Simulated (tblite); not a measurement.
Start geometry of `C[C@H]1[S+][C@H]1C` [radical] from a force field or distance geometry (Å):
```
atom  x, y, z in Å
C1     1.513    0.587    0.148
C2     0.777   -0.581   -0.444
S3    -0.167   -0.381   -1.966
C4    -0.692   -0.757   -0.278
C5    -1.552    0.263    0.411
H6     2.400    0.819   -0.470
H7     0.918    1.518    0.198
H8     1.804    0.311    1.195
H9     1.403   -1.519   -0.449
H10   -1.006   -1.818   -0.063
H11   -2.313    0.605   -0.333
H12   -1.018    1.155    0.752
H13   -2.073   -0.200    1.280
```

What comes out of this run: GFN2-xTB geometry optimisation, gas phase in tblite?

```
atom  x, y, z in Å
C1     1.557    0.548    0.202
C2     0.780   -0.575   -0.415
S3    -0.094   -0.217   -1.962
C4    -0.705   -0.711   -0.328
C5    -1.597    0.259    0.385
H6     2.534    0.648   -0.266
H7     1.040    1.501    0.138
H8     1.725    0.312    1.254
H9     1.334   -1.510   -0.459
H10   -1.083   -1.730   -0.320
H11   -2.625    0.172    0.037
H12   -1.275    1.290    0.268
H13   -1.595    0.013    1.448
```

The energy falls by 0.243 eV over 86 L-BFGS steps, the largest force on an atom goes from 1.36 to 0.009 eV/Å, and the atoms move by 0.315 Å rms after alignment. Among the bonds, C2–H9 and C4–H10 change most and about equally (-0.040 to -0.039 Å). Bonds longer at the end by more than 0.005 Å: 2 of 13; shorter: 8. Among the angles that change most is S3–C4–H10, from 117.1° to 112.3°. Among the dihedrals that turn most is H10–C4–C5–H11, from -97° to -51°. Rotational constants go from 4440, 4347, 2656 to 4518, 4265, 2651 MHz. The orientation of the end geometry is arbitrary; only internal coordinates are fixed.

Its GFN2-xTB frequencies are all real (lowest 120 cm⁻¹).

All values are computed, not measured.
